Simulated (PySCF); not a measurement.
# Cl2: the cost of one run

Computed with PySCF 2.14.0. Level: levels as typed in each script, gas phase, geometry from GFN2-xTB.

## Step 1: Where the work starts

SMILES `ClCl`, 2 atoms, charge 0, spin multiplicity 1.

Bond lengths: Cl1–Cl2 2.017 Å.

Geometry (Å):

```xyz
2

Cl    1.0084    0.0000    0.0000
Cl   -1.0084    0.0000    0.0000
```

## Step 2: Density, bond paths and surface potential (PBE0/def2-tzvp)

File input.py:

```python
import numpy as np
from pyscf import gto, scf, dft
from pyscf.scf import atom_ks, atom_hf
from scipy.linalg import block_diag

def solve(mol, dm0=None, hcore=None):
    mf = (dft.UKS if mol.spin else dft.RKS)(mol, xc='pbe0')
    mf.grids.level = 3
    mf = mf.density_fit(auxbasis='def2-universal-jkfit')
    mf.conv_tol, mf.max_cycle = 1e-8, 80
    if hcore is not None:
        mf.get_hcore = lambda *args: hcore
    mf.kernel(dm0)
    if not mf.converged:
        mf = mf.newton().run(mf.mo_coeff, mf.mo_occ, max_cycle=30)
    assert mf.converged, 'SCF not converged'
    return mf

mol = gto.M(atom='''
Cl     1.00843     0.00000     0.00000
Cl    -1.00843     0.00000     0.00000
''', basis='def2-tzvp', charge=0, spin=0, verbose=4)
mf = solve(mol)
mf.analyze()
# spherically averaged free atoms, for the promolecule
atm = atom_ks.get_atm_nrks(mol, xc='pbe0')
pro = block_diag(*[(atm[a[0]][2] * atm[a[0]][3]) @ atm[a[0]][2].T for a in mol._atom])
np.savez('result.npz', e=mf.e_tot, c=mf.mo_coeff, occ=mf.mo_occ, eps=mf.mo_energy, pro=pro, dip=mf.dip_moment(verbose=0), s2=mf.spin_square()[0])
```

The run is started by

```sh
> OMP_NUM_THREADS=1 python input.py
```

**Question.** How long does this run take on 1 thread of Intel Xeon 6975P-C (Granite Rapids), shared host, and how much memory does it need?

About 3 s, with a peak of 0.22 GiB.
